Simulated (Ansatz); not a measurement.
# Structure relaxation of BaPbO3

The calculation used DFT r2SCAN, scalar-relativistic, plane waves, PAW in Ansatz. Cutoff 500 eV, Γ-centred k mesh, Gaussian smearing, no spin polarisation in the final step.

This is the end of a relaxation of cell and atoms.

```
CELL_PARAMETERS angstrom
-3.02335 4.26725 3.05937
3.02335 -4.26725 3.05937
3.02335 4.26725 -3.05937
ATOMIC_POSITIONS crystal
Ba 0.24523 0.99523 0.25000
Ba 0.75477 0.00477 0.75000
Pb 0.50000 0.50000 0.00000
Pb 0.00000 0.50000 0.50000
O 0.21384 0.50000 0.21384
O 0.78616 0.00000 0.28616
O 0.78616 0.50000 0.78616
O 0.21384 0.00000 0.71384
O 0.68508 0.43508 0.25000
O 0.31492 0.56492 0.75000
```

Energies over the elements count from the elements' standard structures at the same level (O₂ as a molecule), with no empirical corrections.

(1) What space group does it have?

(2) What is its formation energy per atom?

(3) Is it a metal?

Results:

(1) Imma (No. 74). Conventional cell: a = 6.047 Å, b = 8.534 Å, c = 6.119 Å. Ba is coordinated by 5 O at 2.69–2.80 Å and 2 O at 3.05 Å (next O at 3.27 Å); Pb is coordinated by 6 O at 2.17 Å; around O on Wyckoff site g (4 atoms of the primitive cell) lie 2 Pb at 2.17 Å; O on Wyckoff site e (2 atoms of the primitive cell) is coordinated by 2 Pb at 2.17 Å.

(2) -1.915 eV/atom.

(3) No, the gap on the 8×8×8 mesh is 0.29 eV.

The final run used a 8×8×8 mesh on its 10-atom cell and 0.01 eV smearing. Spin–orbit coupling is left out.

Cost: 2 runs of about 9.6 core-minutes in all, on Arm Neoverse V2 (shared hosts).